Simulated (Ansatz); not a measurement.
# CH3Al (SMILES C[Al]) at B3LYP/6-31G(d) (Cartesian functions)

Aim: the vertical singlet–triplet gap of CH3Al at B3LYP/6-31G* (Cartesian functions), from 2 runs. 

The results are computed with Ansatz 0.2.0.

68 further runs of the same task are left out: 68 set aside as unsound or not needed.

## 1. The structure to begin with

CH3Al: 5 atoms, total charge 0, spin state singlet. SMILES: `C[Al]`. The shape is that of a PBE0-D4/def2-TZVP optimisation.

Bond lengths: C1–Al2 1.988 Å, C1–H3 1.098 Å, C1–H4 1.098 Å, C1–H5 1.098 Å. Angles: Al2–C1–H3 111.8°, Al2–C1–H4 111.8°, Al2–C1–H5 111.8°, H3–C1–H4 107.1°, H3–C1–H5 107.1°, H4–C1–H5 107.1°.

## 2. A single-point energy at B3LYP/6-31G(d) (Cartesian functions)

Contents of molecule.yaml:

```yaml
basis:
  gaussian:
    orbitals: "6-31G*"
crystal:
  periodic: [false, false, false]
  atoms:
    - symbol: C
      position_ang: [-0.131220, -0.057510, 0.054000]
    - symbol: Al
      position_ang: [1.572690, 0.689240, -0.647230]
    - symbol: H
      position_ang: [-0.230740, -1.127460, -0.171770]
    - symbol: H
      position_ang: [-0.205100, 0.049890, 1.144270]
    - symbol: H
      position_ang: [-1.005630, 0.445840, -0.379270]
hamiltonian:
  xc: {name: B3LYP}
accuracy: high
output: {orbitals: {seedname: orbitals}}
```

Run with:

```bash
$ ansatz run molecule.yaml --threads 1 --pin off --max-ram 3480MiB --events-out events.jsonl --progress --plain --runs-dir runs
```

Log:

```text
Warning: RAYON_NUM_THREADS=1 ignored (pool sized by the plan → 1); use --threads N
Functional definition: B3LYP
  name "B3LYP"
  parameter a0 = 0.2
  parameter ax = 0.72
  parameter ac = 0.81
  exchange = (1 - a0 - ax)*slater_x + ax*b88_x + a0*exact_x
  correlation = (1 - ac)*vwn_rpa_c + ac*lyp_c
840 factors; integrals over basis functions are off by at most 3.6e-9 eV
mean field evaluation 1: about -7676.3389 eV, gradient 4.9e1 eV
mean field evaluation 2: about -7670.0448 eV, gradient 6.3e1 eV
mean field evaluation 4: about -7682.1566 eV, gradient 5.5e-1 eV
mean field evaluation 8: about -7682.1535 eV, gradient 2.2e-3 eV
mean field evaluation 16: about -7682.1535 eV, gradient 4.6e-8 eV
mean field -7682.15350329 eV, -282.3139340951 hartree, gradient 4.6e-8 eV, S^2 0.000000; 0 other end points of the search recorded, 0 dependent functions left out
reference -7682.15353283 eV, -282.3139351807 hartree; 11, 11 occupied and 29, 29 virtual orbitals, 840 factors
Total energy: -7682.15353283 eV, -282.3139351807 hartree
```

It took 0.9 s on 1 thread of Intel Xeon 6975P-C (Granite Rapids), shared host; peak memory 0.12 GiB.

## 3. The triplet at the same level

Contents of molecule.yaml:

```yaml
basis:
  gaussian:
    orbitals: "6-31G*"
crystal:
  periodic: [false, false, false]
  atoms:
    - {symbol: C, position_ang: [-0.131220, -0.057510, 0.054000]}
    - {symbol: Al, position_ang: [1.572690, 0.689240, -0.647230]}
    - {symbol: H, position_ang: [-0.230740, -1.127460, -0.171770]}
    - {symbol: H, position_ang: [-0.205100, 0.049890, 1.144270]}
    - {symbol: H, position_ang: [-1.005630, 0.445840, -0.379270]}
magnetization:
  spin_polarized: true
  initial_magnetization: 2
hamiltonian:
  xc: {name: B3LYP}
accuracy: high
output: {orbitals: {seedname: orbitals}}
```

Run with:

```bash
$ ansatz run molecule.yaml --threads 1 --pin off --max-ram 3480MiB --events-out events.jsonl --progress --plain --runs-dir runs
```

Log:

```text
Warning: RAYON_NUM_THREADS=1 ignored (pool sized by the plan → 1); use --threads N
[... 7 set-up lines as earlier in the session ...]
840 factors; integrals over basis functions are off by at most 3.6e-9 eV
mean field evaluation 1: about -7674.9102 eV, gradient 3.2e1 eV
mean field evaluation 2: about -7667.0529 eV, gradient 4.4e1 eV
mean field evaluation 4: about -7680.0554 eV, gradient 6.2e-1 eV
mean field evaluation 8: about -7680.1203 eV, gradient 3.9e-2 eV
mean field evaluation 16: about -7680.1203 eV, gradient 3.0e-5 eV
mean field evaluation 32: about -7680.1205 eV, gradient 1.8e-3 eV
mean field evaluation 64: about -7680.1183 eV, gradient 4.1e-1 eV
mean field -7680.12032395 eV, -282.2392161327 hartree, gradient 8.2e-9 eV, S^2 2.002526; 5 other end points of the search recorded, 0 dependent functions left out
reference -7680.12035490 eV, -282.2392172702 hartree; 12, 10 occupied and 28, 30 virtual orbitals, 840 factors
Total energy: -7680.12035490 eV, -282.2392172702 hartree
```

Wall time 22 s (1 thread of Intel Xeon 6975P-C (Granite Rapids), shared host); peak memory 0.18 GiB.

## 4. Summary of results

At B3LYP/6-31G* (Cartesian functions):

```
                                        quantity          value
                           singlet: total energy  -282.31394 Eh
                            singlet: HOMO energy       -5.27 eV
                            singlet: LUMO energy       -1.44 eV
                          singlet: HOMO–LUMO gap        3.83 eV
                           triplet: total energy  -282.23922 Eh
     triplet: HOMO energy (highest over α and β)       -3.38 eV
                                   triplet: ⟨S²⟩          2.003
vertical energy of the triplet above the singlet       2.033 eV
```

In words: At this shape the triplet lies 2.03 eV (47 kcal/mol) above the singlet.
